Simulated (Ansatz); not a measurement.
# BH4O+ (SMILES B[OH2+]): single points off equilibrium

An exercise on one series of results from a longer session: the logs are not shown, and one member is left open.

Method: single points in def2-TZVPP; program: Ansatz 0.2.0, Gaussian basis.

Cores are frozen in the correlated methods.

## Where the work starts

6 atoms, charge 1, spin multiplicity 1.

Atoms are counted from 1 here; the program's logs count them from 0.

Bond lengths: B1–O2 1.440 Å, B1–H3 1.139 Å, B1–H4 1.122 Å, O2–H5 1.026 Å, O2–H6 0.973 Å. Angles: O2–B1–H3 117.9°, O2–B1–H4 126.3°, H3–B1–H4 115.5°, B1–O2–H5 115.1°, B1–O2–H6 123.9°, H5–O2–H6 120.0°.

Geometry (Å):

```
atom    x (Å)    y (Å)    z (Å)
  B1  -0.0899  -0.7144  -0.1227
  O2   0.1007   0.6744   0.2077
  H3   0.8155  -1.3059  -0.4811
  H4  -1.0693  -1.2602  -0.1606
  H5  -0.7622   1.2164   0.3264
  H6   0.9579   1.1313   0.1552
```

Set-up of the first run:

Input file run/in.yaml:

```yaml
crystal:
  periodic: [false, false, false]
  atoms:
    - {symbol: B, position_ang: [-0.089900, -0.714400, -0.122700]}
    - {symbol: O, position_ang: [0.100700, 0.674400, 0.207700]}
    - {symbol: H, position_ang: [0.815500, -1.305900, -0.481100]}
    - {symbol: H, position_ang: [-1.069300, -1.260200, -0.160600]}
    - {symbol: H, position_ang: [-0.762200, 1.216400, 0.326400]}
    - {symbol: H, position_ang: [0.957900, 1.131300, 0.155200]}
basis:
  gaussian: {orbitals: def2-TZVPP}
total_charge: 1
correlation: {method: ccsd_t}
output: {forces: true}
```

The command line of these runs was not kept.

Among the steps run: CCSD(T)/def2-TZVPP; PBE0-D4/def2-TZVPP; wB97M-V/def2-TZVPP; r2SCAN-D4/def2-TZVPP; PBE-D4/def2-TZVPP; LC-wPBE/def2-TZVPP; r2SCAN0-D4/def2-TZVPP.

One of the session's tables, all rows but one given; the rest of the session is left out.

```
    method  RMS force component (eV/Å)  angle to CCSD(T) forces (°)
   CCSD(T)                       1.076                    reference
   PBE0-D4                       1.087                          7.0
   wB97M-V                           ?                            ?
 r2SCAN-D4                       1.062                          5.5
    PBE-D4                       1.050                         12.9
   LC-wPBE                       1.081                          5.9
r2SCAN0-D4                       1.099                          6.2
```

**Question.** Estimate the row for wB97M-V.

As computed: RMS force component (eV/Å): 1.041; angle to CCSD(T) forces (°): 2.8. In the column «RMS force component (eV/Å)» it is the lowest.
